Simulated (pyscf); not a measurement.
# Multi-bond step: H₂N–SiH(Cl)–Cl + water (H₂O) -> H₂N–Si:–Cl [singlet] + hydrogen chloride (HCl) + water (H₂O)

Gas phase, singlet surface, charge 0. Bonds broken: Si2–Cl4, Si2–H7, O8–H9. Bonds formed: Cl4–H9, H7–O8. Optimised with ωB97X-D3(BJ)/def2-SVP in PySCF.

Transition state (Å):

```xyz
10

N      2.2543    -0.6246    -0.1817
Si     0.9686     0.1698     0.6213
Cl     1.5837    -0.0326     2.6233
Cl    -0.8577    -1.5683     0.7680
H      2.2903    -0.6877    -1.1935
H      2.8832    -1.2746     0.2800
H     -0.9334     1.1198     0.1516
O     -1.9338     0.8751     0.2165
H     -1.6982    -0.2509     0.4302
H     -2.2283     1.2532     1.0613
```

One imaginary mode, 418i cm⁻¹; descent along it reached the two sides named, in the forms told below.

```
bond     change  reactant side (Å)  saddle  product side
-------  ------  -----------------  ------  ------------
Si2–Cl4  breaks              2.080   2.525           3.0
Si2–H7   breaks              1.468   2.177           3.4
O8–H9    breaks              0.966   1.170         1.657
Cl4–H9    forms                2.6   1.599         1.332
H7–O8     forms                2.8   1.032         0.967
```

Electronic energies relative to the separated reactants (kcal/mol):

| level | barrier | reaction energy | reverse barrier |
|---|---|---|---|
| ωB97X-D3(BJ)/def2-TZVP | 51.4 | +58.7 | -7.3 |
| PBE/def2-TZVP | 39.9 | +49.8 | -9.9 |
| r²SCAN/def2-TZVP | 46.7 | +57.0 | -10.3 |
| B3LYP-D3(BJ)/def2-TZVP | 46.2 | +52.1 | -6.0 |
| PBE0-D3(BJ)/def2-TZVP | 45.2 | +55.8 | -10.6 |
| M06-2X/def2-TZVP | 49.3 | +54.0 | -4.7 |
| ωB97M-D3(BJ)/def2-TZVP | 49.1 | +52.2 | -3.1 |
| HF/def2-TZVP | 71.1 | +55.0 | 16.1 |

With ωB97M-D3(BJ)/def2-TZVP energies and thermal terms (ideal gas, 1 atm, RRHO with modes under 100 cm⁻¹ raised to 100, one conformer, R ln 2 for chiral ones without a mode under 150 cm⁻¹), in kcal/mol:

```json
[
 {"T (K)": "298", "ΔH‡": "48.4", "ΔG‡": "59.1", "ΔH": "+50.7", "ΔG": "+40.8"},
 {"T (K)": "600", "ΔH‡": "48.5", "ΔG‡": "69.9", "ΔH": "+50.4", "ΔG": "+30.8"},
 {"T (K)": "900", "ΔH‡": "49.0", "ΔG‡": "80.5", "ΔH": "+49.7", "ΔG": "+21.2"},
 {"T (K)": "1200", "ΔH‡": "49.7", "ΔG‡": "91.0", "ΔH": "+48.9", "ΔG": "+11.8"}
]
```

On the product side the descent ends in a bound adduct, 13.4 kcal/mol under the separated species and 6.0 kcal/mol under the saddle at ωB97X-D3(BJ)/def2-TZVP. At ωB97X-D3(BJ)/def2-TZVP, PBE, r²SCAN, B3LYP-D3(BJ), PBE0-D3(BJ), M06-2X, ωB97M-D3(BJ) the saddle lies under the separated products, which points to a path from their complex (located at ωB97X-D3(BJ) alone), and parting the products costs more than the saddle. The same reactants have a lower exit, to H₂N–SiH(OH)–Cl + HCl (barrier +8.8 kcal/mol at ωB97M-D3(BJ)/def2-TZVP, against +49.1 kcal/mol here). This is the saddle that the search found; another between the same sides may lie lower.
